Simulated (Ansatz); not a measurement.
## [CH3···H···H], doublet: transfer scan

Starting geometry:

```xyz
6

C    -0.1377    0.0000    0.0000
H    -0.5009    1.0273    0.0000
H    -0.5009   -0.5137    0.8897
H    -0.5009   -0.5137   -0.8897
H     0.9519    0.0000    0.0000
H     2.1913    0.0000    0.0000
```

From there H5 is moved from one fragment to the other while all else, the fragments' distance too, stays fixed; atoms are numbered as listed. Energies are in kcal/mol, counted from the starting geometry at the same level.

Basis 6-31G; Ansatz 0.2.0. Correlated methods freeze the noble-gas cores. R marks a restricted (for open shells ROHF) determinant.

Full CI is exact within this basis and frozen core; it isn't the basis-set limit.

```
distance C1-H5 (Å)   RHF
             1.013   0.6
             1.090   0.0
             1.160   3.5
             1.231   9.0
             1.301  14.9
             1.372  18.8
             1.443  18.1
             1.513  15.2
             1.584  12.9
```

Question: Estimate the full CI curve in 6-31G from this one, knowing how RHF errs.

Answer: The computed full CI values, in kcal/mol from the starting point, and the error of RHF against them:
```json
{"distance C1-H5 (Å)": "1.013", "full CI": "2.7", "RHF less full CI": "-2.0"}
{"distance C1-H5 (Å)": "1.090", "full CI": "0.0", "RHF less full CI": "0.0"}
{"distance C1-H5 (Å)": "1.160", "full CI": "1.2", "RHF less full CI": "2.2"}
{"distance C1-H5 (Å)": "1.231", "full CI": "4.1", "RHF less full CI": "5.0"}
{"distance C1-H5 (Å)": "1.301", "full CI": "7.0", "RHF less full CI": "7.9"}
{"distance C1-H5 (Å)": "1.372", "full CI": "9.0", "RHF less full CI": "9.8"}
{"distance C1-H5 (Å)": "1.443", "full CI": "9.7", "RHF less full CI": "8.4"}
{"distance C1-H5 (Å)": "1.513", "full CI": "9.6", "RHF less full CI": "5.6"}
{"distance C1-H5 (Å)": "1.584", "full CI": "10.0", "RHF less full CI": "3.0"}
```

The error spans 11.8 kcal/mol and is largest, 9.8 kcal/mol, at 1.372 Å.
